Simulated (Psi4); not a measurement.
**SiNH4O− (SMILES N[SiH-]O): levels of theory compared**

We compute a comparison of 6 runs (HF/3-21G, HF/def2-SVP, HF/pcseg-1, REMP2/3-21G, MP2.5/6-311G*) of SiNH4O−. 

Program for the calculation: Psi4 1.11.

3 further runs of the same task are left out: 3 set aside as unsound or not needed.

## 1. The system as given

SiNH4O−: 7 atoms, total charge -1, spin state singlet. As SMILES, `N[SiH-]O`. Geometry: relaxed at GFN2-xTB. This is one conformer, not always the lowest.

Bond lengths: N1–Si2 1.835 Å, Si2–O3 1.697 Å, N1–H4 1.017 Å, N1–H5 1.016 Å, Si2–H6 1.554 Å, O3–H7 0.962 Å. Angles: N1–Si2–O3 100.2°, N1–Si2–H6 94.0°, O3–Si2–H6 101.8°, Si2–N1–H4 110.5°, Si2–N1–H5 109.5°, Si2–O3–H7 113.4°, H4–N1–H5 105.9°.

## 2. Energy and forces at HF/3-21G (run 1)

h4nosi.py

```python
import psi4

psi4.set_memory('1600 MB')
psi4.set_num_threads(1)
psi4.set_output_file('psi4.out', False)

molecule = psi4.geometry("""
-1 1
N     -0.940250     0.080330    -0.489950
Si     0.408150     0.625000     0.628660
O      1.725490    -0.181570    -0.074880
H     -0.881470     0.565790    -1.381210
H     -1.837290     0.339730    -0.090590
H      0.007340    -0.353090     1.768080
H      1.518040    -1.076200    -0.360110
symmetry c1
""")

psi4.set_options({
    'basis': '3-21G',
    'puream': True,
    'e_convergence': 1e-09,
    'd_convergence': 1e-08,
    'scf_type': 'pk',
})

e, wfn = psi4.gradient("scf", return_wfn=True)
psi4.oeprop(wfn, "LOWDIN_CHARGES", "MULLIKEN_CHARGES", "MAYER_INDICES", title="SCF")
print('gradient / Eh bohr^-1')
print(e.np.round(6))
print(f'energy = {wfn.energy():.10f} Eh')
for k, v in sorted(psi4.core.scalar_variables().items()):
    print(f'{k:45s} {v:18.10f}')
```

Run with:

```console
python h4nosi.py
```

psi4.out:

```text
[...]
  Running in c1 symmetry.
[...]
  Nuclear repulsion =  108.376372008166953
[...]
  Multiplicity = 1
[...]
  Nalpha       = 17
  Nbeta        = 17
[...]
    Number of basis functions: 39
[...]
   @RHF iter   1:  -418.16486542831302   -8.63805e-01   1.43257e-02 DIIS/ADIIS
[...]
   @RHF iter  11:  -418.31470262386119   -1.76215e-12   4.87257e-09 DIIS
[...]
    Orbital Energies [Eh]
    ---------------------
    Doubly Occupied:
       1A    -68.049364     2A    -20.189820     3A    -15.219641
       4A     -5.846880     5A     -3.942025     6A     -3.941711
       7A     -3.939853     8A     -1.079867     9A     -0.898595
      10A     -0.470344    11A     -0.413258    12A     -0.384678
      13A     -0.288037    14A     -0.261063    15A     -0.219719
      16A     -0.195518    17A     -0.029836
[...]
  @RHF Final Energy:  -418.31470262386119
   => Energetics <=
    Nuclear Repulsion Energy =            108.3763720081669533
    One-Electron Energy =                -802.6417318505841649
    Two-Electron Energy =                 275.9506572185559889
    Total Energy =                       -418.3147026238611943
[...]
  -Total Gradient:
     Atom            X                  Y                   Z
    ------   -----------------  -----------------  -----------------
       1        0.008175318333    -0.001799179809     0.013559141024
       2        0.006234179430    -0.033392897232    -0.023697398577
       3       -0.019215191115     0.012358569445     0.012430250207
       4        0.001767118158     0.002139070813     0.000497612975
       5        0.001809093157     0.005906397853     0.000525187413
       6        0.002288366136     0.006030654608    -0.007005720119
       7       -0.001058884098     0.008757384324     0.003690927080
[...]
```

On the terminal:

```text
gradient / Eh bohr^-1
[[ 0.008175 -0.001799  0.013559]
 [ 0.006234 -0.033393 -0.023697]
 [-0.019215  0.012359  0.01243 ]
 [ 0.001767  0.002139  0.000498]
 [ 0.001809  0.005906  0.000525]
 [ 0.002288  0.006031 -0.007006]
 [-0.001059  0.008757  0.003691]]
energy = -418.3147026239 Eh
CURRENT ENERGY                                   -418.3147026239
CURRENT REFERENCE ENERGY                         -418.3147026239
DD SOLVATION ENERGY                                 0.0000000000
HF KINETIC ENERGY                                 417.8829663281
HF POTENTIAL ENERGY                              -836.1976689520
HF TOTAL ENERGY                                  -418.3147026239
HF VIRIAL RATIO                                     2.0010331512
NUCLEAR REPULSION ENERGY                          108.3763720082
ONE-ELECTRON ENERGY                              -802.6417318506
PCM POLARIZATION ENERGY                             0.0000000000
PE ENERGY                                           0.0000000000
SCF ITERATION ENERGY                             -418.3147026239
SCF ITERATIONS                                     11.0000000000
SCF TOTAL ENERGY                                 -418.3147026239
TWO-ELECTRON ENERGY                               275.9506572186
```

Wall time 1.5 s (1 thread of Intel Xeon Platinum 8488C (Sapphire Rapids), shared host); peak memory 0.18 GiB.

## 3. Energy and forces at HF/def2-SVP (run 2)

input.inp

```
memory 1.6 GB

molecule {
  -1 1
  N     -0.940250     0.080330    -0.489950
  Si     0.408150     0.625000     0.628660
  O      1.725490    -0.181570    -0.074880
  H     -0.881470     0.565790    -1.381210
  H     -1.837290     0.339730    -0.090590
  H      0.007340    -0.353090     1.768080
  H      1.518040    -1.076200    -0.360110
  units angstrom
  symmetry c1
}

set {
  basis def2-SVP
  reference rhf
  puream true
  e_convergence 1e-09
  d_convergence 1e-08
  scf_type pk
}

e, wfn = gradient('scf', return_wfn=True)
oeprop(wfn, 'QUADRUPOLE', 'MULLIKEN_CHARGES', 'LOWDIN_CHARGES')
print_variables()
```

Run with:

```console
psi4 -n 1 input.inp input.out
```

input.out:

```text
[...]
  Running in c1 symmetry.
[...]
  Nuclear repulsion =  108.376372008166953
[...]
  Multiplicity = 1
[...]
  Nalpha       = 17
  Nbeta        = 17
[...]
    Number of basis functions: 66
[...]
   @RHF iter   1:  -420.19784885649989   -7.97437e-01   9.20716e-03 ADIIS/DIIS
[...]
   @RHF iter  12:  -420.37937532360507   -2.55795e-12   3.81053e-09 DIIS
[...]
    Orbital Energies [Eh]
    ---------------------
    Doubly Occupied:
       1A    -68.508552     2A    -20.312451     3A    -15.314424
       4A     -5.871585     5A     -3.981680     6A     -3.980713
       7A     -3.979053     8A     -1.077935     9A     -0.890811
      10A     -0.485067    11A     -0.425496    12A     -0.405449
      13A     -0.309740    14A     -0.288758    15A     -0.234697
      16A     -0.211920    17A     -0.031594
[...]
  @RHF Final Energy:  -420.37937532360507
   => Energetics <=
    Nuclear Repulsion Energy =            108.3763720081669533
    One-Electron Energy =                -804.8916419011873131
    Two-Electron Energy =                 276.1358945694152567
    Total Energy =                       -420.3793753236050748
[...]
  -Total Gradient:
     Atom            X                  Y                   Z
    ------   -----------------  -----------------  -----------------
       1        0.006869655919     0.003027023584     0.011514260458
       2        0.006562293776    -0.023483058811    -0.013980122453
       3       -0.009654720159     0.028834474921     0.015518121450
       4        0.002332128857     0.001148147186    -0.008111120106
       5       -0.005174860855     0.002205210533     0.003754558862
       6        0.001134613177     0.004405870708    -0.002771076556
       7       -0.002069110715    -0.016137668119    -0.005924621654
[...]
```

Run time: 2.5 s. Hardware: 1 thread of Intel Xeon Platinum 8488C (Sapphire Rapids), shared host; peak memory 0.22 GiB.

Runs 3 to 5 aren't shown in full; the table further down has their settings and results.

## 4. The energy at MP2.5/6-311G(d) (ZORA, Cartesian functions) (run 6)

job.py

```python
import psi4

psi4.set_memory('1600 MB')
psi4.set_num_threads(1)
psi4.set_output_file('h4nosi.out', False)

mol = psi4.geometry("""
-1 1
N     -1.77681499     0.15180170    -0.92587131
Si     0.77129172     1.18107883     1.18799523
O      3.26070353    -0.34311757    -0.14150269
H     -1.66573689     1.06918814    -2.61010862
H     -3.47197491     0.64199666    -0.17119029
H      0.01387059    -0.66724340     3.34118697
H      2.86867985    -2.03372326    -0.68050927
units au
no_reorient
no_com
""")

psi4.set_options(dict(reference='rhf', scf_type='pk', freeze_core=True, mp_type='conv', puream=False, relativistic='zora'))

energy_value = psi4.energy("mp2.5/6-311G*", molecule=mol)
print(f'mp2.5/6-311G* energy: {energy_value:.10f} Eh')
```

Run with:

```console
python job.py
```

h4nosi.out:

```text
[...]
  Running in c1 symmetry.
[...]
  Nuclear repulsion =  108.376372024608187
[...]
  Multiplicity = 1
[...]
  Nalpha       = 17
  Nbeta        = 17
[...]
    Number of basis functions: 77
[...]
   @RHF iter   1:  -421.44351599095916   -8.20585e-01   8.99016e-03 DIIS/ADIIS
[...]
   @RHF iter  12:  -421.65717409983478   -8.41283e-12   5.82245e-09 DIIS
[...]
  @RHF Final Energy:  -421.65717409983478
   => Energetics <=
    Nuclear Repulsion Energy =            108.3763720246081874
    One-Electron Energy =                -806.2824346359357151
    Two-Electron Energy =                 276.2488885114927939
    Total Energy =                       -421.6571740998347764
[...]
 Multipole Moments:
 ------------------------------------------------------------------------------------
     Multipole            Electronic (a.u.)      Nuclear  (a.u.)        Total (a.u.)
 ------------------------------------------------------------------------------------
 L = 1.  Multiply by 2.5417464519 to convert [e a0] to [Debye]
 Dipole X            :        -23.4581177           22.1908460           -1.2672717
 Dipole Y            :        -14.9782370           13.8629931           -1.1152439
 Dipole Z            :        -10.1896724            8.8981913           -1.2914811
 Magnitude           :                                                    2.1254811
[...]
	SCS-MP2 Total Energy (a.u.)        :  -422.11938956506810
	SOS-MP2 Total Energy (a.u.)        :  -422.11620087212003
	SCSN-MP2 Total Energy (a.u.)       :  -421.86044588765179
[...]
	SOS-PI-MP2 Total Energy (a.u.)     :  -422.15151062383427
[...]
	MP2 Total Energy (a.u.)            :  -422.12576695096425
[...]
```

Standard output:

```text
mp2.5/6-311G* energy: -422.1334344145 Eh
```

Wall time 15 s (1 thread of Intel Xeon Platinum 8488C (Sapphire Rapids), shared host); peak memory 0.58 GiB.

## 5. Overview of the runs

```
run                                                level      task  Cartesian functions  energy (Eh)  HOMO energy (eV)  LUMO energy (eV)  HOMO–LUMO gap (eV)  wall time
  1                                             HF/3-21G  gradient                   no  -418.314703             -0.81             10.94               11.75      1.5 s
  2                                          HF/def2-SVP  gradient                   no  -420.379375             -0.86              9.66               10.52      2.5 s
  3                                           HF/pcseg-1  gradient                   no  -420.524137             -1.12              8.77                9.89      2.7 s
  4  REMP2/3-21G (DKH2, density fitting for correlation)    energy                  yes  -419.185155             -0.82             10.94               11.76      1.9 s
  5                                 MP2.5/6-311G* (ZORA)    energy                   no  -422.126094             -1.08              8.63                9.72       14 s
  6            MP2.5/6-311G* (ZORA, Cartesian functions)    energy                  yes  -422.133434             -1.09              8.60                9.69       15 s
```

## 6. What came out

| quantity | value |
| --- | --- |
| run 6: total energy | -422.13343 Eh |
| run 6: HOMO energy (Hartree–Fock orbitals) | -1.09 eV |
| run 6: LUMO energy (Hartree–Fock orbitals) | 8.60 eV |
| run 6: HOMO–LUMO gap (to an unbound level, set by the basis) | 9.69 eV |
| run 6: correlation energy (7 core orbitals frozen) | -476.3 mEh |

**Reading.** Over runs 1, 2, 3 the HOMO–LUMO gap runs from 9.89 eV (HF/pcseg-1) to 11.75 eV (HF/3-21G). The empty levels of an anion lie above zero and hang on the basis. Some runs of one species differ in core potentials or relativity; totals across that change don't compare. All runs together took 37 s, the longest 15 s.
